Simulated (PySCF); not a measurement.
# One shape, several levels: doublet [B2]+

We compute a comparison of 6 runs (UHF/3-21G, U-wB97M-V/aug-cc-pVTZ, U-wB97X/aug-cc-pVTZ, UPBE0/aug-cc-pVTZ, UTPSS/aug-cc-pVTZ, UCCSD(T)/aug-cc-pVTZ) of doublet [B2]+. The job is set up through a Python script.

The calculation is run with PySCF 2.14.0.

5 further runs of the same task are left out: 5 set aside as unsound or not needed.

## Step 1: Starting point

[B2]+: 2 atoms, total charge +1, spin state doublet. As SMILES of the parent species, `B#B`. Geometry: relaxed at GFN2-xTB. That shape belongs to the parent species and isn't relaxed for this state.

Bond lengths: B1–B2 1.405 Å.

## Step 2: The energy at UHF/3-21G (run 1)

The input, run.py:

```python
from pyscf import gto, scf

mol = gto.M(
    atom='''
B      0.000000     0.000000     0.000000
B      0.000000     0.000000     2.655292
''',
    charge=1,
    spin=1,
    max_memory=1860,
    verbose=3,
    unit='bohr',
    basis='3-21g',
)

calc0 = scf.UHF(mol)
calc0.conv_tol = 1e-10
calc0.kernel()
if not calc0.converged:
    calc0 = calc0.newton().run(calc0.mo_coeff, calc0.mo_occ)

energy = calc0.e_tot
print('Final energy', energy)
```

The run is started by

```bash
$ OMP_NUM_THREADS=1 python run.py
```

Standard output:

```text
converged SCF energy = -48.4034827536367  <S^2> = 0.75345814  2S+1 = 2.0034552
Final energy -48.40348275363674
```

It took 0.46 s on 1 thread of Arm Neoverse V2, shared host; peak memory 0.099 GiB.

## Step 3: A single-point energy at U-wB97M-V/aug-cc-pVTZ (run 2)

The input, job.py:

```python
from pyscf import gto, dft

molecule = gto.M(
    atom='''
B      0.000000     0.000000     0.000000
B      0.000000     0.000000     1.405120
''',
    max_memory=1860,
    charge=1,
    verbose=3,
    basis='aug-cc-pvtz',
    spin=1,
)

mf = dft.UKS(molecule)
mf.xc = 'wb97m-v'
mf.conv_tol = 1e-10
mf.grids.level = 5
mf.nlcgrids.level = 1
mf.kernel()
if not mf.converged:
    mf = mf.newton().run(mf.mo_coeff, mf.mo_occ)

etot = mf.e_tot
print(f'total energy: {etot:.8f} hartree')
```

The run is started by

```bash
$ OMP_NUM_THREADS=1 python job.py
```

Standard output:

```text
WARN: HOMO -0.160266075499601 >= LUMO -0.160266075499603

converged SCF energy = -48.9842657939793  <S^2> = 0.75055021  2S+1 = 2.0005501
total energy: -48.98426579 hartree
```

It took 31 s on 1 thread of Arm Neoverse V2, shared host; peak memory 0.48 GiB.

Run 3 isn't shown in full; the table further down has it.

## Step 4: A single-point energy at UPBE0/aug-cc-pVTZ (run 4)

The input, input.py:

```python
from pyscf import gto, dft

mol = gto.Mole()
mol.atom = '''
B      0.000000     0.000000     0.000000
B      0.000000     0.000000     1.405120
'''
mol.spin = 1
mol.verbose = 4
mol.basis = 'aug-cc-pvtz'
mol.max_memory = 1860
mol.charge = 1
mol.build()

mf = dft.UKS(mol, xc='pbe0')
mf.grids.level = 5
mf.conv_tol = 1e-10
mf.kernel()
if not mf.converged:
    mf = mf.newton().run(mf.mo_coeff, mf.mo_occ)

e_final = mf.e_tot
print('Final energy', e_final)
```

The run is started by

```bash
$ OMP_NUM_THREADS=1 python input.py
```

Standard output:

```text
PySCF version 2.14.0

[INPUT] num. atoms = 2
[INPUT] num. electrons = 9
[INPUT] charge = 1
[INPUT] spin (= nelec alpha-beta = 2S) = 1
[INPUT] symmetry False subgroup None
[INPUT] Mole.unit = angstrom
[INPUT] Symbol           X                Y                Z      unit          X                Y                Z       unit  Magmom
[INPUT]  1 B      0.000000000000   0.000000000000   0.000000000000 AA    0.000000000000   0.000000000000   0.000000000000 Bohr   0.0
[INPUT]  2 B      0.000000000000   0.000000000000   1.405120000000 AA    0.000000000000   0.000000000000   2.655291972149 Bohr   0.0

nuclear repulsion = 9.41516046529834
number of shells = 26
number of NR pGTOs = 116
number of NR cGTOs = 92
basis = aug-cc-pvtz
ecp = {}

******** <class 'pyscf.dft.uks.UKS'> ********
method = UKS
initial guess = minao
damping factor = 0
level_shift factor = 0
DIIS = <class 'pyscf.scf.diis.CDIIS'>
diis_start_cycle = 1
diis_space = 8
diis_damp = 0
SCF conv_tol = 1e-10
SCF conv_tol_grad = None
SCF max_cycles = 50
direct_scf = True
direct_scf_tol = 1e-13
number electrons alpha = 5  beta = 4
XC library pyscf.dft.libxc version 7.0.0
    S. Lehtola, C. Steigemann, M. J.T. Oliveira, and M. A.L. Marques.,  SoftwareX 7, 1–5 (2018)
XC functionals = pbe0
radial grids:
    Treutler-Ahlrichs [JCP 102, 346 (1995); DOI:10.1063/1.469408] (M4) radial grids

becke partition: Becke, JCP 88, 2547 (1988); DOI:10.1063/1.454033
pruning grids: <function nwchem_prune>
grids dens level: 5
symmetrized grids: False
atomic radii adjust function: <function treutler_atomic_radii_adjust>
small_rho_cutoff = 0
Set gradient conv threshold to 1e-05
tot grids = 86320
init E= -49.535167159757

[... the frontier-level lines of each cycle are left out ...]


cycle= 1 E= -48.8922080642169  delta_E= 0.643  |g|= 0.17  |ddm|= 0.862
cycle= 2 E= -48.9231925053727  delta_E= -0.031  |g|= 0.0767  |ddm|= 0.367
cycle= 3 E= -48.9268037802858  delta_E= -0.00361  |g|= 0.00585  |ddm|= 0.0666
cycle= 4 E= -48.926834013136  delta_E= -3.02e-05  |g|= 0.00117  |ddm|= 0.0105
cycle= 5 E= -48.9268357043432  delta_E= -1.69e-06  |g|= 0.000226  |ddm|= 0.00168
cycle= 6 E= -48.9268357922293  delta_E= -8.79e-08  |g|= 5.39e-05  |ddm|= 0.000381
cycle= 7 E= -48.9268357981123  delta_E= -5.88e-09  |g|= 7.14e-06  |ddm|= 0.000112
cycle= 8 E= -48.9268357982114  delta_E= -9.91e-11  |g|= 4.6e-07  |ddm|= 2.05e-05
Extra cycle  E= -48.9268357982116  delta_E= -2.42e-13  |g|= 1.2e-07  |ddm|= 1.36e-06
converged SCF energy = -48.9268357982116  <S^2> = 0.75341688  2S+1 = 2.003414
Final energy -48.92683579821161
```

Run time: 7.5 s. Hardware: 1 thread of Arm Neoverse V2, shared host; peak memory 0.43 GiB.

Run 5 isn't shown in full; the table further down has it.

## Step 5: A single-point energy at UCCSD(T)/aug-cc-pVTZ (run 6)

The input, input.py:

```python
from pyscf import gto, cc

mol = gto.M(
    atom='B 0.000000 0.000000 0.000000; B 0.000000 0.000000 1.405120',
    max_memory=1860,
    basis='aug-cc-pvtz',
    charge=1,
    spin=1,
    verbose=4,
)

mf = mol.UHF()
mf.conv_tol = 1e-10
mf.kernel()
if not mf.converged:
    mf = mf.newton().run(mf.mo_coeff, mf.mo_occ)

mycc = cc.CCSD(mf, frozen=2)
mycc.kernel()
e_t = mycc.ccsd_t()
e_tot = mycc.e_tot + e_t
print(f'total energy: {e_tot:.8f} hartree')
```

The run is started by

```bash
$ OMP_NUM_THREADS=1 python input.py
```

Standard output:

```text
PySCF version 2.14.0

[INPUT] num. atoms = 2
[INPUT] num. electrons = 9
[INPUT] charge = 1
[INPUT] spin (= nelec alpha-beta = 2S) = 1
[INPUT] symmetry False subgroup None
[INPUT] Mole.unit = angstrom
[INPUT] Symbol           X                Y                Z      unit          X                Y                Z       unit  Magmom
[INPUT]  1 B      0.000000000000   0.000000000000   0.000000000000 AA    0.000000000000   0.000000000000   0.000000000000 Bohr   0.0
[INPUT]  2 B      0.000000000000   0.000000000000   1.405120000000 AA    0.000000000000   0.000000000000   2.655291972149 Bohr   0.0

nuclear repulsion = 9.41516046529834
number of shells = 26
number of NR pGTOs = 116
number of NR cGTOs = 92
basis = aug-cc-pvtz
ecp = {}

[... 18 lines left out ...]
[... the frontier-level lines of each cycle are left out ...]
[... 44 lines left out ...]
converged SCF energy = -48.7047780855514  <S^2> = 0.7571213  2S+1 = 2.0071087
[... 12 lines left out ...]
Init t2, MP2 energy = -0.140285934049976
[... 16 lines left out ...]
UCCSD converged
[... 2 lines left out ...]
total energy: -48.90267539 hartree
```

Wall time 54 s (1 thread of Arm Neoverse V2, shared host); peak memory 3.1 GiB.

## Step 6: All runs side by side

```
run                  level  integration grid  nlc grid  energy (Eh)  HOMO energy (eV)  LUMO energy (eV)   ⟨S²⟩  wall time
  1              UHF/3-21G                 –         –   -48.403483            -16.71             -9.24  0.753     0.46 s
  2  U-wB97M-V/aug-cc-pVTZ                 5         1   -48.984266            -17.18            -11.01  0.751       31 s
  3    U-wB97X/aug-cc-pVTZ                 5         –   -48.975641            -17.22            -10.77  0.752       11 s
  4      UPBE0/aug-cc-pVTZ                 5         –   -48.926836            -15.24            -13.41  0.753      7.5 s
  5      UTPSS/aug-cc-pVTZ                 5         –   -49.028033            -14.48            -14.44  0.754       24 s
  6   UCCSD(T)/aug-cc-pVTZ                 –         –   -48.902675            -16.80             -8.98  0.757       54 s
```

## Step 7: Outcome

```
                                                         quantity         value
                                              run 6: total energy  -48.90268 Eh
run 6: HOMO energy (Hartree–Fock orbitals) (highest over α and β)     -16.80 eV
 run 6: LUMO energy (Hartree–Fock orbitals) (lowest over α and β)      -8.98 eV
               run 6: correlation energy (2 core orbitals frozen)    -197.9 mEh
                                            run 6: (T) correction    -14.62 mEh
                         run 6: ⟨S²⟩ of the reference determinant         0.757
                                             run 6: T1 diagnostic         0.040
```

**Reading.** Totals of different functionals can't be ranked against each other. All runs together took 2.1 min, the longest 54 s.
